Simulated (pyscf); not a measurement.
Four-centre exchange: H₃C–Si(CH₃)(OH)–OH (SMILES C[Si](C)(O)O) + H₃C–OH (SMILES CO) → H₃C–CH₃ (SMILES CC) + H₃C–Si(OH)(OH)–OH (SMILES C[Si](O)(O)O)

Gas phase, singlet surface, charge 0. Bonds broken: C1–Si2, C14–O15. Bonds formed: C1–C14, Si2–O15. PySCF, gas phase, ωB97X-D3(BJ)/def2-SVP geometries.

Transition state (Å):

```xyz
19

C      0.3955     0.3037    -0.8017
Si    -0.2580     0.3678     1.1620
C     -1.9375     1.0744     0.5792
O     -0.9220    -0.8496     2.1863
O      0.2856     1.7695     1.9310
H      0.5817     1.3821    -0.6236
H      1.3471    -0.0569    -1.2158
H     -0.4159     0.2024    -1.5342
H     -1.8122     1.9430    -0.0862
H     -2.5441     0.3238     0.0429
H     -2.5179     1.4200     1.4527
H     -1.8551    -0.6932     2.3628
H      1.1919     1.6898     2.2441
C      0.6088    -1.8611    -0.0584
O      1.3292    -0.5314     1.3788
H      0.0712    -1.8580    -1.0078
H      1.6542    -2.1601    -0.1294
H      0.0310    -2.2640     0.7755
H      1.3429    -0.9245     2.2672
```

One imaginary mode, 726i cm⁻¹; descent along it reached the two sides named, in the forms told below.

```tsv
bond	change	reactant side (Å)	saddle	product side
C1–Si2	breaks	1.863	2.071	3.9
C14–O15	breaks	1.408	2.086	3.5
C1–C14	forms	4.1	2.299	1.527
Si2–O15	forms	3.2	1.837	1.660
```

Electronic energies relative to the separated reactants (kJ/mol):

| level | barrier | reaction energy | reverse barrier |
|---|---|---|---|
| ωB97X-D3(BJ)/def2-TZVP | 372.5 | -165.7 | 538.1 |
| PBE/def2-TZVP | 336.4 | -162.3 | 498.7 |
| r²SCAN/def2-TZVP | 340.3 | -172.6 | 513.0 |
| B3LYP-D3(BJ)/def2-TZVP | 356.6 | -168.5 | 525.1 |
| PBE0-D3(BJ)/def2-TZVP | 360.2 | -165.4 | 525.6 |
| M06-2X/def2-TZVP | 369.2 | -175.8 | 545.0 |
| ωB97M-D3(BJ)/def2-TZVP | 360.6 | -170.8 | 531.4 |
| HF/def2-TZVP | 489.8 | -180.5 | 670.3 |

With ωB97M-D3(BJ)/def2-TZVP energies and thermal terms (ideal gas, 1 atm, RRHO with modes under 100 cm⁻¹ raised to 100, one conformer, R ln 2 for chiral ones without a mode under 150 cm⁻¹), in kJ/mol:

```
T (K)    ΔH‡    ΔG‡      ΔH      ΔG
-----  -----  -----  ------  ------
298    360.6  423.8  -169.3  -162.4
600    363.1  487.1  -169.7  -155.3
900    366.4  548.3  -169.9  -148.0
1200   369.4  608.5  -170.0  -140.7
```

On the reactant side the descent ends in a bound adduct (not fully relaxed), 45.5 kJ/mol under the separated species and 418.0 kJ/mol under the saddle at ωB97X-D3(BJ)/def2-TZVP. From the product side, CH₃• + CH₃• + H₃C–Si(OH)(OH)–OH lies, by one bond made or cut, 121.0 kJ/mol under this saddle at ωB97M-D3(BJ)/def2-TZVP. One saddle was located; it need not be the lowest between these sides.
